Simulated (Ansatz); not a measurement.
Isomers

Structures of Al$_{2}$NH$_{4}$, doublet, relaxed at PBE0-D4/def2-TZVP (vibrations not checked; lower isomers may exist, and structures with a doubtful reference or unclear bonds are left out). Ansatz 0.2.0; basis: def2-TZVPP; cores frozen in the correlated methods; orbitals are unrestricted. B3LYP uses VWN-RPA correlation.

Q: Rank them by CCSD(T) energy, lowest first, and give each one's height above the lowest. Links in brackets join atoms within 1.22 times the sum of their covalent radii (1.1 for two metals). (To be estimated.)
A.
Al₂NH₄ ([NH2][Al][AlH2])
```
7
angstrom
N -1.7354 0.0467 -1.0846
Al 0.0020 -0.0884 -0.7664
Al 1.6459 -0.0283 1.1608
H -2.4426 0.1962 -0.3811
H -2.1634 -0.0172 -1.9950
H 2.4818 1.3103 1.3750
H 2.2117 -1.4194 1.6912
```
B.
Al₂NH₄ ([AlH][NH][AlH2])
```
7
angstrom
Al -1.7883 0.2004 -0.6001
N -0.0889 -0.2948 -0.3070
Al 1.0927 0.3958 0.8382
H -2.6119 -0.6224 -1.7092
H 0.2366 -1.0726 -0.8725
H 0.6076 1.6103 1.7312
H 2.5522 -0.2167 0.9194
```
C.
Al₂NH₄ ([NH2]1[AlH][AlH]1)
```
7
angstrom
Al -0.9904 0.4126 -1.1996
N -0.2068 -0.9315 0.0653
Al 0.8294 0.7675 0.3097
H -2.5588 0.2734 -1.4430
H 0.2692 -1.7400 -0.3228
H -0.7779 -1.2641 0.8360
H 2.3700 0.5716 0.6660
```

A: The calculation gives: B (0.0 kJ/mol), A (72.5 kJ/mol), C (85.8 kJ/mol). Heights count from the lowest.

Q: Do PBE-D4, r2SCAN-D4, PBE0-D4, B3LYP-D4, wB97M-V, HF, MP2 give the same order? (Judge from chemistry; the calculation decides.)

A: By the calculation: All do.

No T1 diagnostic of these runs exceeds 0.031. ⟨S²⟩ of the unrestricted Hartree–Fock references: 0.76 to 0.87 (a pure state has 0.75). The unrestricted reference is spin-contaminated, which hurts MP2 most.

For scale, one of the runs: CCSD(T)/def2-TZVPP, 171 basis functions, launched by `ansatz run in.yaml --threads 2 --pin off --events-out ev --progress --plain --max-ram 4352MiB`. The run took 65 s on 2 CPU threads of an Intel Xeon Platinum 8259CL (shared host), with 3.1 GiB of host memory at its peak.
